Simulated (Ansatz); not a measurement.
# AlBFH3: the cost of one run

The runs use Ansatz 0.2.0, Gaussian basis; single points in def2-TZVPP.

Cores are frozen in the correlated methods.

1 further run of the same task is left out (it didn't finish).

**1. The starting structure**

SMILES `[BH2][AlH][F]`, 6 atoms, charge 0, spin multiplicity 1.

Atoms are counted from 1 here; the program's logs count them from 0.

Bond lengths: B1–Al2 2.234 Å, B1–H4 1.212 Å, B1–H5 1.210 Å, Al2–F3 1.689 Å, Al2–H6 1.642 Å. Angles: Al2–B1–H4 125.5°, Al2–B1–H5 120.3°, H4–B1–H5 113.9°, B1–Al2–F3 117.2°, B1–Al2–H6 123.4°, F3–Al2–H6 119.1°.

Coordinates:

```
B    -0.8857    0.4370   -0.7337
Al    0.7392   -0.2973    0.6113
F     0.6916   -1.9233    1.0646
H    -1.8038   -0.2316   -1.1579
H    -0.8420    1.5563   -1.1906
H     2.0270    0.6187    1.0583
```

**2. PBE-D4/def2-TZVPP**

Input file run/in.yaml:

```yaml
crystal:
  periodic: [false, false, false]
  atoms:
    - {symbol: B, position_ang: [-0.885748, 0.436987, -0.733675]}
    - {symbol: Al, position_ang: [0.739214, -0.297271, 0.611341]}
    - {symbol: F, position_ang: [0.691551, -1.923338, 1.064563]}
    - {symbol: H, position_ang: [-1.803763, -0.231581, -1.157944]}
    - {symbol: H, position_ang: [-0.841965, 1.556265, -1.190581]}
    - {symbol: H, position_ang: [2.026983, 0.618704, 1.058322]}
basis:
  gaussian: {orbitals: def2-TZVPP}
hamiltonian: {xc: pbe, dispersion: d4}
output: {forces: true}
```

Launch:

```sh
> ansatz run in.yaml --threads 2 --pin off --events-out ev --progress --plain --max-ram 3481MiB
```

Q: Estimate wall time and peak memory on 2 threads of Arm Neoverse V2, shared host.

About 1.2 s, with a peak of 0.13 GiB.
